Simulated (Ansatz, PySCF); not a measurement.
System: CH4O, charge 0, singlet. CH4O (methanol, SMILES CO).
B3LYP-D3(BJ)/def2-TZVP minimum from Ansatz (a first-principles code):
```xyz
6

C     -0.0525     0.6636    -0.0008
O     -0.0399    -0.7570     0.0018
H     -1.0978     0.9691     0.0075
H      0.8740    -1.0577    -0.0054
H      0.4365     1.0833     0.8854
H      0.4213     1.0799    -0.8968
```
Charge 0, spin multiplicity 1.

Property: enthalpy of formation at 298 K (by atomisation, with ideal-gas terms from PySCF's Hessian at B3LYP-D3(BJ)/def2-TZVP and the atoms' measured values of the G2/97 table; no spin-orbit terms), in kJ/mol. Radicals and triplets start from unrestricted determinants; spin-orbit coupling is neglected. CBS(X,Y): correlation extrapolated as X^-3, Hartree-Fock from the larger set (Q,5: extrapolated as (X+1)exp(-9√X)). A bracket is a step between two methods taken in the basis named. The functionals are non-relativistic, so their misses hold any scalar relativity. '+ core + X2C': CCSD(T) terms for core correlation (cc-pwCVTZ) and scalar relativity (cc-pVTZ-DK). For partners of very few electrons the exact lower level stands in for a higher one.

Measured: -48.0 kcal/mol, -200.7 kJ/mol (Active Thermochemical Tables 1.112 (ions: stationary electron), as tabulated in the package chemicals); atomic spin-orbit terms, which the calculations lack, would raise the computed values.

### Question
How far off this value is PBE/def2-TZVPD (Ansatz), in which direction, and which of these levels come nearer: r2SCAN/def2-TZVPD, B3LYP/def2-TZVPD, PBE0/def2-TZVPD, CCSD(T)/CBS(cc-pVQZ,cc-pV5Z) + core + X2C?

### Answer
PBE gives -226.1 kJ/mol, 25.4 kJ/mol below it. Errors of the others: r2SCAN/def2-TZVPD (Ansatz) 11.3; B3LYP/def2-TZVPD (Ansatz) 11.3; PBE0/def2-TZVPD (Ansatz) 17.7; CCSD(T)/CBS(cc-pVQZ,cc-pV5Z) + core + X2C (Ansatz) -1.8; CCSD(T)/CBS(cc-pVQZ,cc-pV5Z) + [CCSDT(Q) - CCSD(T)]/cc-pVTZ + core + X2C (Ansatz) -1.9 kJ/mol. Nearer than PBE: r2SCAN/def2-TZVPD, B3LYP/def2-TZVPD, PBE0/def2-TZVPD, CCSD(T)/CBS(cc-pVQZ,cc-pV5Z) + core + X2C, CCSD(T)/CBS(cc-pVQZ,cc-pV5Z) + [CCSDT(Q) - CCSD(T)]/cc-pVTZ + core + X2C.
